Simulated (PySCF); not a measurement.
NO2, multiplicity 2. Atoms are numbered in the order given.

```xyz
3

O      0.0000     1.0930     0.1396
N      0.0000     0.0000    -0.3192
O      0.0000    -1.0930     0.1396
```
Charge 0, spin multiplicity 2.

Geometry optimised at ωB97X-D3(BJ)/def2-TZVP.

Level of theory: PBE/def2-TZVPD run with PySCF.

The molecule is in vacuum.

total energy: -204.98264 hartree
point group: C2v
α spin, highest occupied and lowest empty level: -6.39 and -3.41 eV
β spin, highest occupied and lowest empty level: -8.45 and -4.96 eV
dipole moment: 0.058 e·Å
quadrupole, principal values (traceless, Buckingham form, about the centre of nuclear charge): -2.43, 0.56, 1.88 D·Å
mean static polarisability: 19.1 bohr³ (2.83 Å³)
polarisability, principal values: 12.9, 15.5, 28.9 bohr³
⟨S²⟩: 0.752 (pure state 0.75)
